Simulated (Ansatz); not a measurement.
Reaction: C4H6 (but-2-yne, SMILES C(C)#CC) → C4H6 (SMILES C=CC=C)
Each species at its own B3LYP-D3(BJ)/def2-TZVP minimum (Ansatz, a quantum-chemistry and plane-wave program), one conformer.

Total energies in hartree (Ansatz). UHF or UKS for unpaired electrons; spin-orbit terms are left out. Cores are frozen in correlated methods. No relativity. The restricted determinant of C4H6 (C=CC=C, singlet) is unstable towards broken spin symmetry in at least one set run.

| species | HF/cc-pVTZ | CCSD(T)/cc-pVTZ | HF/cc-pVQZ | CCSD(T)/cc-pVQZ | CCSD(T)/cc-pVDZ | CCSDT(Q)/cc-pVDZ |
|---|---|---|---|---|---|---|
| 1: C4H6 (but-2-yne, SMILES C(C)#CC) | -154.96514 | -155.68150 | -154.97507 | -155.72672 | -155.52009 | -155.52238 |
| 2: C4H6 (buta-1,3-diene, SMILES C(=C)C=C) | -154.97781 | -155.69564 | -154.98785 | -155.74056 | -155.53616 | -155.53871 |

Problem. Work out the isomerisation energy (electronic) in kcal/mol: take Hartree-Fock from cc-pVQZ, extrapolate the CCSD(T) correlation energy as X^-3 (X = 3, 4), and add CCSDT(Q) - CCSD(T) in cc-pVDZ. 1 hartree = 627.51 kcal/mol.

Solution. 
Species 1: correlation (64·(-0.75165) - 27·(-0.71636))/37 = -0.77740; step -0.00229; E1 = -154.97507 + (-0.77740) + (-0.00229) = -155.75476
Species 2: correlation (64·(-0.75271) - 27·(-0.71783))/37 = -0.77816; step -0.00255; E2 = -154.98785 + (-0.77816) + (-0.00255) = -155.76856
-1·E1 +1·E2 = -0.01380 hartree = -8.7 kcal/mol.
